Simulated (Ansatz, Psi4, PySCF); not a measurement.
Process, species as SMILES: [Li][F] -> [Li][F] as doublet, charge +1 + e-

Quantity: adiabatic ionisation energy (0 K, with zero-point energies), in eV. Terms: open shells spin-unrestricted; six Cartesian d functions in 6-31G* and its kin unless marked 5d; 6-311+G** with 5d; LANL2DZ all-electron up to Ne; no spin-orbit coupling; valence correlation only; non-relativistic. Ab initio and DFT rows: single points at B3LYP-D3(BJ) geometries (Ansatz, a first-principles code), with unscaled harmonic terms from B3LYP/6-31G* at its own minima.

Measured values: CCCBDB table in ASE, the entry of FLi doubted and unchecked; they hold spin-orbit and core effects. 

Value to compare with, the measured value: 11.30 eV.

```csv
level,program,"adiabatic ionisation energy (0 K, with zero-point energies) (eV)",error
HF/STO-3G,Ansatz,5.16,-6.14
SVWN5/6-31G*,Ansatz,11.36,0.06
PBE/LANL2DZ,Ansatz,10.77,-0.53
B3LYP/3-21G,Ansatz,10.25,-1.05
B3LYP/6-31G,Ansatz,10.56,-0.74
B3LYP/6-31G*,Ansatz,10.76,-0.54
PBE0/6-31G*,Ansatz,10.53,-0.77
M06-2X/6-311+G**,PySCF,10.95,-0.35
wB97X-D/6-31G*,Psi4,10.53,-0.77
MP2/6-31G*,Ansatz,10.47,-0.83
r2SCAN-D4/def2-TZVPD,Ansatz + dftd4,10.89,-0.41
B3LYP-D3(BJ)/def2-TZVPD,Ansatz + dftd3,11.17,-0.13
```

Among the 10 habitual levels, HF/STO-3G lies farthest from the measured value (-6.14 eV) and SVWN5/6-31G* nearest (0.06); 1 of 10 lie above it, and their mean absolute error is 1.18 eV, the median 0.76. One case shows no general order.

The levels are drawn from those run, B3LYP/6-31G* more often than the rest, none by its result; runs whose electronic state is in doubt are left out.
